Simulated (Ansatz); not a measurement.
# C₄H₅F: basis-set convergence

One table from this session's results is given with a row withheld; the runs are named, their logs left out.

Program: Ansatz 0.2.0, Gaussian basis. Level of theory: one geometry, several basis sets. These are calculated values, not measurements.

The runs, in order: PBE0-D4/def2-SVP; ωB97M-V/def2-SVP; PBE0-D4/def2-QZVPP; ωB97M-V/def2-QZVPP; the functionals' def2-TZVPP values are taken from earlier runs.

## Structure used throughout

The geometry comes from an earlier relaxation with PBE0-D4 in a triple-zeta def2 set; it is a stationary point, not always the lowest conformer.

SMILES `FCC1=CC1`, 10 atoms, charge 0, spin multiplicity 1.

Atoms are counted from 1 here; the program's logs count them from 0.

Bond lengths: F1–C2 1.377 Å, C2–C3 1.461 Å, C2–H6 1.097 Å, C2–H7 1.097 Å, C3–C4 1.288 Å, C3–C5 1.498 Å, C4–C5 1.497 Å, C4–H8 1.076 Å, C5–H9 1.091 Å, C5–H10 1.091 Å. Angles: F1–C2–C3 111.9°, F1–C2–H6 108.3°, F1–C2–H7 108.3°, C3–C2–H6 110.1°, C3–C2–H7 110.1°, H6–C2–H7 107.9°, C2–C3–C4 152.5°, C2–C3–C5 143.0°, C4–C3–C5 64.5°, C3–C4–C5 64.6°, C3–C4–H8 149.4°, C5–C4–H8 146.0°, C3–C5–C4 50.9°, C3–C5–H9 119.4°, C3–C5–H10 119.4°, C4–C5–H9 119.8°, C4–C5–H10 119.8°, H9–C5–H10 113.6°.

The first run:

in.yaml reads:

```yaml
crystal:
  periodic: [false, false, false]
  atoms:
    - {symbol: F, position_ang: [-1.973836, -0.357416, -1.346975]}
    - {symbol: C, position_ang: [-0.973817, 0.501079, -0.946501]}
    - {symbol: C, position_ang: [-0.060393, -0.131784, 0.001639]}
    - {symbol: C, position_ang: [0.339182, -1.130219, 0.709590]}
    - {symbol: C, position_ang: [1.166940, 0.111287, 0.825872]}
    - {symbol: H, position_ang: [-1.438459, 1.383752, -0.491068]}
    - {symbol: H, position_ang: [-0.424327, 0.830081, -1.836614]}
    - {symbol: H, position_ang: [0.211015, -2.149289, 1.028697]}
    - {symbol: H, position_ang: [1.096318, 0.728796, 1.723037]}
    - {symbol: H, position_ang: [2.140477, 0.162515, 0.335124]}
basis:
  gaussian: {orbitals: def2-SVP}
hamiltonian: {xc: pbe0, dispersion: d4}
output: {orbitals: {seedname: orbitals}}
```

Run with:

```console
$ ansatz run in.yaml --threads 2 --pin off --events-out ev --progress --plain --max-ram 4352MiB
```

Steps of the session up to this table: PBE0-D4 in def2-SVP; ωB97M-V in def2-SVP; PBE0-D4 in def2-QZVPP; ωB97M-V in def2-QZVPP.

One of the session's tables, all rows but one given; the rest of the session is left out.

It belongs to the step «Density functionals: the series». 

| functional | basis | HOMO (eV) | LUMO (eV) |
| --- | --- | --- | --- |
| PBE0-D4 | def2-SVP | ? | ? |
| PBE0-D4 | def2-TZVPP | -7.19 | 0.17 |
| PBE0-D4 | def2-QZVPP | -7.21 | 0.09 |
| ωB97M-V | def2-SVP | -9.38 | 2.59 |
| ωB97M-V | def2-TZVPP | -9.42 | 2.31 |
| ωB97M-V | def2-QZVPP | -9.43 | 1.91 |

Estimate the missing values for PBE0-D4, def2-SVP.

The run gave: HOMO (eV): -7.16; LUMO (eV): 0.34. In the column «HOMO (eV)» it is the highest.
